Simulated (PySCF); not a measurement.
**How methods differ on the ionisation energy of O**

O [He] 2s2 2p4 (3P) → O+ [He] 2s2 2p3 (4S), as a difference of total energies. All numbers are calculated (PySCF 2.14, scalar relativity by spin-free X2C-1e, in jorge-DZP-DKH). Correlated levels: valence: 1s2 frozen. The calculations carry no spin-orbit coupling.

```tsv
method	ionisation energy (eV)
UHF	11.988
M06-L	13.651
M06-2X	13.653
MP2 (valence)	12.839
SCS-MP2 (valence)	12.835
CCSD (valence)	12.853
CCSD(T) (valence)	12.870
```

**Question.** How much does correlation contribute at CCSD(T) (valence)?

**Answer.** 12.870 − (11.988) = 0.882 eV, measured against UHF.

Errors of the correlated levels include the incompleteness of this basis and the frozen core.

For comparison: 13.608 eV (measured; NIST levels, between the centres of gravity of the two terms).
